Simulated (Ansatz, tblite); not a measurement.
# The cluster B₄: a ladder of methods and basis sets

Aim: run the singlet of the cluster B₄ at one geometry on many levels, and compare frontier levels, spin and run time.

Program: Ansatz 0.2.0, Gaussian basis. Level of theory: as each input shows. These are calculated values, not measurements.

Plan: GFN1-xTB, GFN2-xTB, PBE-D4/def2-TZVP, r2SCAN-D4/def2-TZVP, revPBE-D4/def2-TZVP, ωB97X-V/def2-TZVP, HF/def2-TZVP, B3LYP-D4/def2-TZVP, ωB97M-V/def2-TZVP, PBE-D4/def2-SVP, PBE0-D4/def2-SVP, HF/STO-3G, HF/6-31G, B3LYP-D4/6-31G, PBE0-D4/def2-TZVPD, PBE-D4/def2-TZVPD, r2SCAN-D4/def2-TZVPD, CCSD(T)/def2-TZVPP, MP2/def2-TZVP, RPA/def2-TZVP, CCSD(T)/def2-TZVPD.

## (1) The relaxed structure

The geometry is that of the singlet, from an earlier relaxation (PBE-D4/def2-TZVP). At that level it is the lowest of the isomers that a small search found.

4 atoms, charge 0, spin multiplicity 1.

Bond lengths: B1–B2 1.842 Å, B1–B3 1.535 Å, B1–B4 1.536 Å, B2–B3 1.536 Å, B2–B4 1.535 Å. Angles: B2–B1–B3 53.1°, B2–B1–B4 53.1°, B3–B1–B4 106.3°, B1–B2–B3 53.1°, B1–B2–B4 53.1°, B3–B2–B4 106.3°, B1–B3–B2 73.7°, B1–B4–B2 73.7°.

PBE0-D4/def2-TZVP was run before; its log isn't repeated, and its numbers join the tables.

## (2) GFN1-xTB

Tight binding, by tblite at 300 K electronic temperature and without a spin-polarisation term:

```python
tblite.interface.Calculator('GFN1-xTB', numbers, positions, charge=0, uhf=0).singlepoint()
```

Energy -147.9007 eV, HOMO -9.98 eV, LUMO -8.82 eV; 0.001 s.

## (3) GFN2-xTB

Tight binding, by tblite at 300 K electronic temperature and without a spin-polarisation term:

```python
tblite.interface.Calculator('GFN2-xTB', numbers, positions, charge=0, uhf=0).singlepoint()
```

Energy -125.6461 eV, HOMO -6.65 eV, LUMO -5.39 eV; 0.001 s.

## (4) PBE-D4/def2-TZVP

start.molden holds the orbitals of an earlier run on this state, given as this run's starting guess.

The input, in.yaml:

```yaml
crystal:
  periodic: [false, false, false]
  atoms:
    - {symbol: B, position_ang: [-0.510299, 0.765738, 0.043141]}
    - {symbol: B, position_ang: [0.510667, -0.765840, -0.036293]}
    - {symbol: B, position_ang: [-1.020907, -0.682363, 0.036585]}
    - {symbol: B, position_ang: [1.020539, 0.682474, -0.043432]}
basis:
  gaussian: {orbitals: def2-TZVP, initial_orbitals: start.molden}
hamiltonian: {xc: pbe, dispersion: d4}
scf: {omitted_lower_state_checks: [starts]}
output: {orbitals: {seedname: orbitals}}
```

The run is started by

```console
> ansatz run in.yaml --threads 4 --pin off --events-out ev --progress --plain --max-ram 3916MiB
```

Further steps of the session: r2SCAN-D4/def2-TZVP; revPBE-D4/def2-TZVP; ωB97X-V/def2-TZVP; HF/def2-TZVP; B3LYP-D4/def2-TZVP; ωB97M-V/def2-TZVP; PBE-D4/def2-SVP; PBE0-D4/def2-SVP; HF/STO-3G; HF/6-31G; B3LYP-D4/6-31G; PBE0-D4/def2-TZVPD; PBE-D4/def2-TZVPD; r2SCAN-D4/def2-TZVPD; CCSD(T)/def2-TZVPP; MP2/def2-TZVP; RPA/def2-TZVP; CCSD(T)/def2-TZVPD.

**Question.** What will the summary of the whole plan be? Wanted: gap in def2-TZVP, named functionals and Hartree-Fock, smallest and largest; correlation energy, CCSD(T)/def2-TZVPP; correlation energy, MP2/def2-TZVP; correlation energy, CCSD(T)/def2-TZVPD; binding an atom, functionals in def2-TZVP; PBE0 total energy, smallest basis above largest.

As calculated:

| quantity | value |
| --- | --- |
| gap in def2-TZVP, named functionals and Hartree-Fock, smallest and largest | 2.41 eV (revPBE-D4), 8.95 eV (HF) |
| correlation energy, CCSD(T)/def2-TZVPP | -11.63 eV |
| correlation energy, MP2/def2-TZVP | -10.46 eV |
| correlation energy, CCSD(T)/def2-TZVPD | -11.65 eV |
| binding an atom, functionals in def2-TZVP | 3.43 (ωB97X-V) to 3.88 eV (PBE-D4) |
| PBE0 total energy, smallest basis above largest | 2.85 eV (def2-SVP, def2-TZVPD) |

**Reading.** Orbital gaps of the named functionals and Hartree-Fock in def2-TZVP span 2.41 eV (revPBE-D4) to 8.95 eV (HF); exact exchange widens it. Notes on CCSD(T)/def2-TZVPP: large T1 diagnostic.
